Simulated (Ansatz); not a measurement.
We consider antiferromagnetic (type II) rock-salt NiO, described by PBE in Ansatz (PAW).

Numerical settings: plane-wave cutoff 520 eV, 14×14×14 k mesh, Fermi–Dirac smearing 0.01 eV, spin-polarised with opposed moments, scalar-relativistic PAW data made under PBE.

Cell (relaxed at this level):

```yaml
crystal:
  lattice:
    - [4.18285, 2.08219, 2.08219]
    - [2.08219, 4.18285, 2.08219]
    - [2.08219, 2.08219, 4.18285]
  atoms:
    - { symbol: Ni, position: [0.00000, 0.00000, 0.00000], spin: 2.0 }
    - { symbol: Ni, position: [0.50000, 0.50000, 0.50000], spin: -2.0 }
    - { symbol: O, position: [0.25000, 0.25000, 0.25000] }
    - { symbol: O, position: [0.75000, 0.75000, 0.75000] }
```

Task: Give the computed bulk modulus, pressure derivative B′ of the bulk modulus, direct gap at Γ and band gap.

Result: 
* **bulk modulus**: 193 GPa
* **pressure derivative B′ of the bulk modulus**: 4.5
* **direct gap at Γ**: 2.36 eV
* **band gap**: 0.94 eV (indirect)

Measured, for comparison: bulk modulus 192 ± 7 GPa (room temperature, no zero-point or thermal correction, equation of state from high-pressure X-ray diffraction, our sources range from 174 to 209; as tabulated in Gavriliuk et al., The first-order structural transition in NiO at high …). Computed (rounded) less measured: bulk modulus not scored (sources differ).

Note: without U or exact exchange, gaps and moments of open d shells tend to come out too small; the bulk modulus comes from volumes at which shape and atoms were relaxed.

Spins in the cell block are starting values.

Static lattice: no zero-point or thermal effects.

Cost on a shared machine: very roughly 11 core-minutes.

Ansatz is an electronic-structure program.
